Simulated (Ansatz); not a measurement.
A calculation on 2H WSe2 returned lattice constant a 3.271 Å, lattice parameter c 13.225 Å, equilibrium volume per atom 20.42 Å³/atom.

For reference: lattice constant a 3.282 Å (measured, 300 K, not corrected to a static lattice; as tabulated in arXiv:1605.07067); lattice parameter c 12.96 Å (measured, 300 K, no zero-point or thermal correction; as tabulated in arXiv:1605.07067).

**Question.** Which level of theory produced these numbers?
A) PBE0-D4 (Ansatz (a first-principles code))
B) PBEsol (Ansatz)
C) HSE06-D3(BJ) (Ansatz)
D) r²SCAN (Ansatz)

**Answer.** B, PBEsol (Ansatz)

The others give: PBE0-D4 3.249 Å, 12.780 Å, 19.47 Å³/atom; r²SCAN 3.315 Å, 13.717 Å, 21.76 Å³/atom; HSE06-D3(BJ) 3.236 Å, 12.528 Å, 18.94 Å³/atom.

Unless a cell is named, each level is at its own relaxed cell (HSE06-D3(BJ) 18.94, PBE0-D4 19.47, PBEsol 20.42, r²SCAN 21.76 Å³/atom).

The crystal itself was run without spin with r²SCAN, PBEsol; a magnetic state was not tried in these runs.

Caveats: for a layered or molecular solid the relaxed cell lies over 5 % above the published volume, where the minimum can be shallow (r²SCAN); the cell comes from a level without a dispersion term, which matters for the spacing of layers, chains or molecules (r²SCAN, PBEsol). Ansatz's density-functional and Hartree–Fock values are scalar-relativistic unless marked +SOC, with PAW data made under PBE.
